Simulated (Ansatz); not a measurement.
Geometry optimisation, RKS PBE0/def2-SVP in Ansatz.

Input:

```yaml
crystal:
  periodic: [false, false, false]
  atoms:
    - { symbol: C, position_ang: [-1.7769, 0.3705, 0.6039] }
    - { symbol: C, position_ang: [-0.5081, 0.3215, 0.8] }
    - { symbol: C, position_ang: [0.443, -0.1972, -0.1521] }
    - { symbol: C, position_ang: [1.8037, -0.4127, 0.2751] }
    - { symbol: "N", position_ang: [0.1007, -0.4347, -1.4605] }
    - { symbol: H, position_ang: [-2.4769, 0.827, 1.3632] }
    - { symbol: H, position_ang: [-2.2677, 0.0782, -0.3207] }
    - { symbol: H, position_ang: [-0.0853, 0.6694, 1.7605] }
    - { symbol: H, position_ang: [2.0413, -0.2262, 1.3457] }
    - { symbol: H, position_ang: [2.4886, -0.8138, -0.3685] }
    - { symbol: H, position_ang: [-0.90684, -0.56671, -1.51831] }
    - { symbol: H, position_ang: [0.63995, -1.18116, -1.86816] }
basis:
  gaussian: { orbitals: def2-SVP }
hamiltonian:
  xc: pbe0
relax:
  f_tol: 0.015
  max_steps: 40
```

Launched with:

```bash
$ ansatz run input.yaml --threads 2 --pin off --max-ram 3072MiB --backend cpu --events-out ev --progress --plain --runs-dir out
```

Question: Where does it end, and by what steps?

Answer: The forces met the threshold. After 12 steps the energy has fallen by 0.582 eV; H11 moved furthest, 0.47 Å.

| step | energy less start (eV) | largest force component (eV/Å) | accepted |
| --- | --- | --- | --- |
| 0 | 0.0000 | 5.785 | yes |
| 1 | -0.4728 | 1.813 | yes |
| 2 | -0.5109 | 0.650 | yes |
| 3 | -0.5493 | 0.309 | yes |
| 4 | -0.5276 | 0.992 | no |
| 5 | -0.5714 | 0.173 | yes |
| 6 | -0.5788 | 0.095 | yes |
| 7 | -0.5631 | 0.167 | no |
| 8 | -0.5821 | 0.034 | yes |
| 9 | -0.5821 | 0.032 | yes |
| 10 | -0.5823 | 0.023 | yes |
| 11 | -0.5823 | 0.036 | yes |
| 12 | -0.5824 | 0.003 | yes |

```xyz
12
Properties=species:S:1:pos:R:3
C -1.795 0.534 0.572
C -0.529 0.207 0.863
C 0.470 -0.275 -0.100
C 1.769 -0.358 0.263
N 0.006 -0.562 -1.375
H -2.481 0.881 1.348
H -2.181 0.495 -0.450
H -0.172 0.299 1.893
H 2.087 -0.033 1.254
H 2.538 -0.712 -0.428
H -0.895 -1.025 -1.402
H 0.680 -1.018 -1.978
```

The run took 27 s on 2 threads of AMD EPYC 7B13 (Zen 3) (shared host), peak memory 0.24 GiB.
